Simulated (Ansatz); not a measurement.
# CH4MgSi (SMILES [MgH][CH]=[SiH2]): one structure at several levels

The atoms stand at a structure displaced at random from a GFN2-xTB minimum. How far do the functionals agree with CCSD(T) there?

Program: Ansatz 0.2.0, Gaussian basis. Level of theory: single points in def2-TZVPP. These are calculated values, not measurements.

Correlated methods freeze the cores. The outer core shell of Li, Na, Mg and K is correlated.

### Step 1. Where the work starts

SMILES `[MgH][CH]=[SiH2]`, 7 atoms, charge 0, spin multiplicity 1.

Atoms are counted from 1 here; the program's logs count them from 0.

Bond lengths: Mg1–C2 2.158 Å, Mg1–H4 1.785 Å, C2–Si3 1.826 Å, C2–H5 1.146 Å, Si3–H6 1.554 Å, Si3–H7 1.502 Å. Angles: C2–Mg1–H4 169.2°, Mg1–C2–Si3 121.2°, Mg1–C2–H5 122.0°, Si3–C2–H5 116.6°, C2–Si3–H6 118.3°, C2–Si3–H7 131.0°, H6–Si3–H7 110.7°.

Geometry (Å):

```mol
CH4MgSi
  3D, bonds by distance, orders not assigned

  7  6  0  0  0  0  0  0  0  0999 V2000
   -1.7295   -0.2416   -1.0603 Mg  0  0
    0.2278   -0.7325   -0.2964 C   0  0
    1.1284    0.4116    0.8049 Si  0  0
   -3.2905    0.4663   -1.5573 H   0  0
    0.7275   -1.7422   -0.5076 H   0  0
    0.4624    1.7701    1.1610 H   0  0
    2.4892    0.3078    1.4316 H   0  0
  1  2  8  0
  1  4  8  0
  2  3  8  0
  2  5  8  0
  3  6  8  0
  3  7  8  0
M  END
```

### Step 2. CCSD(T)/def2-TZVPP

run/in.yaml

```yaml
crystal:
  periodic: [false, false, false]
  atoms:
    - {symbol: Mg, position_ang: [-1.729500, -0.241600, -1.060300]}
    - {symbol: C, position_ang: [0.227800, -0.732500, -0.296400]}
    - {symbol: Si, position_ang: [1.128400, 0.411600, 0.804900]}
    - {symbol: H, position_ang: [-3.290500, 0.466300, -1.557300]}
    - {symbol: H, position_ang: [0.727500, -1.742200, -0.507600]}
    - {symbol: H, position_ang: [0.462400, 1.770100, 1.161000]}
    - {symbol: H, position_ang: [2.489200, 0.307800, 1.431600]}
basis:
  gaussian: {orbitals: def2-TZVPP}
correlation: {method: ccsd_t}
output: {forces: true}
```

Run with:

```bash
$ ansatz run in.yaml --threads 4 --pin off --events-out ev --progress --plain --max-ram 5222MiB
```

### Step 3. PBE0-D4/def2-TZVPP

Edit run/in.yaml of step 2 so:

```diff
@@ -12,3 +12,3 @@
   gaussian: {orbitals: def2-TZVPP}
-correlation: {method: ccsd_t}
-output: {forces: true}
+hamiltonian: {xc: pbe0, dispersion: d4}
+output: {forces: true, orbitals: {seedname: orbitals}}
```

### Step 4. wB97M-V/def2-TZVPP

Edit run/in.yaml of step 3 so:

```diff
@@ -12,3 +12,3 @@
   gaussian: {orbitals: def2-TZVPP}
-hamiltonian: {xc: pbe0, dispersion: d4}
-output: {forces: true, orbitals: {seedname: orbitals}}
+hamiltonian: {xc: {name: wB97M-V}}
+output: {forces: true}
```

### Step 5. r2SCAN-D4/def2-TZVPP

Edit run/in.yaml of step 4 so:

```diff
@@ -12,3 +12,3 @@
   gaussian: {orbitals: def2-TZVPP}
-hamiltonian: {xc: {name: wB97M-V}}
+hamiltonian: {xc: r2scan, dispersion: d4}
 output: {forces: true}
```

### Step 6. PBE-D4/def2-TZVPP

Edit run/in.yaml of step 5 so:

```diff
@@ -12,3 +12,3 @@
   gaussian: {orbitals: def2-TZVPP}
-hamiltonian: {xc: r2scan, dispersion: d4}
+hamiltonian: {xc: pbe, dispersion: d4}
 output: {forces: true}
```

### Step 7. r2SCANh-D4/def2-TZVPP

Edit run/in.yaml of step 6 so:

```diff
@@ -12,3 +12,3 @@
   gaussian: {orbitals: def2-TZVPP}
-hamiltonian: {xc: pbe, dispersion: d4}
+hamiltonian: {xc: {name: r2SCANh}, dispersion: d4}
 output: {forces: true}
```

### Step 8. LC-wPBE/def2-TZVPP

Edit run/in.yaml of step 7 so:

```diff
@@ -12,3 +12,3 @@
   gaussian: {orbitals: def2-TZVPP}
-hamiltonian: {xc: {name: r2SCANh}, dispersion: d4}
+hamiltonian: {xc: {name: LC-wPBE}}
 output: {forces: true}
```

(Steps that only read results are left out.)

Q: Predict the outcome of this session. Wanted: energy less free atoms, CCSD(T)/def2-TZVPP; RMS force component; RMS force error; HOMO and LUMO, PBE0-D4; T1 diagnostic.

As calculated:

| quantity | value |
| --- | --- |
| energy less free atoms, CCSD(T)/def2-TZVPP | -1841.1 kJ/mol |
| RMS force component | 0.712 to 0.991 eV/Å over the methods |
| RMS force error | PBE0-D4 0.168, wB97M-V 0.218, r2SCAN-D4 0.124, PBE-D4 0.128, r2SCANh-D4 0.150, LC-wPBE 0.336 eV/Å |
| HOMO and LUMO, PBE0-D4 | -6.14 and -1.49 eV |
| T1 diagnostic | 0.014 |

In words: Against CCSD(T) the functionals' energies less atoms differ by -64.1 to -12.5 kJ/mol, PBE-D4 by -64.1 kJ/mol. The reference is not at the basis limit: in triple zeta CCSD(T) underbinds, which counts against methods that bind more; the gaps are no ranking. On forces the order runs from r2SCAN-D4 to LC-wPBE. Frozen-core CCSD(T) forces in triple zeta carry basis errors of their own, and this is one geometry, so small gaps rank nothing. The restricted Hartree–Fock reference is unstable towards an unrestricted one at one or more of these structures.
